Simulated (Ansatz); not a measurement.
SbH3⁺, doublet in def2-TZVPP: errors against UCCSDT(Q)

Geometry: that of the SbH3, triplet, kept fixed.

```csv
atom,x (Å),y (Å),z (Å)
Sb,0.0000,-0.0133,0.0000
H,0.0000,-0.0423,-1.8410
H,0.0000,1.6869,0.0000
H,0.0000,-0.0423,1.8410
```

Basis def2-TZVPP with its core potentials; Ansatz 0.2.0. Only valence electrons are correlated (noble-gas cores and the filled d shells of p-block atoms frozen), which leaves 7 electrons in 83 orbitals. Prefix R: restricted or restricted open-shell reference; prefix U: unrestricted. Active spaces: valence = (7e, 7o) chosen from the atoms' valence shells. No spin–orbit coupling is included; scalar relativity enters through the core potentials alone.

Full CI isn't at hand for all of this; UCCSDT(Q) serves as the reference, and is uncertain by about the last step of the cluster series. The frozen core follows each run's orbitals, which can shift R against U totals by a few meV for light atoms and by up to 0.1 eV past Ca.

Unrestricted rows (U) aren't spin-pure: their determinants' ⟨S²⟩ exceeds S(S+1) by up to 0.13, so they mix in states of higher spin.

* UHF ⟨S²⟩: 0.876
* T1 diagnostic (RCCSD): 0.0261
* largest doubles amplitude (RCCSD): 0.152
* T1 diagnostic (UCCSD): 0.0409

Question: From what is known of these methods and the diagnostics, rank them by the size of their error in total energy against UCCSDT(Q) in def2-TZVPP, smallest first (an estimate: the text doesn't fix the numbers).
A. UHF
B. UCCSD
C. UCCSDT
D. UCCSD(T)
E. UMP2

Answer: C (6 meV), D (35 meV), B (171 meV), E (1056 meV), A (4183 meV).

All errors are against UCCSDT(Q) in def2-TZVPP. Within each family the higher level lies nearer, as is usual though not guaranteed.

Natural occupations of CASSCF (valence space) about the gap: 1.975 1.930 1.900 1.000 0.128 0.035 0.031; effectively unpaired electrons, Σ n²(2−n)², 1.12.
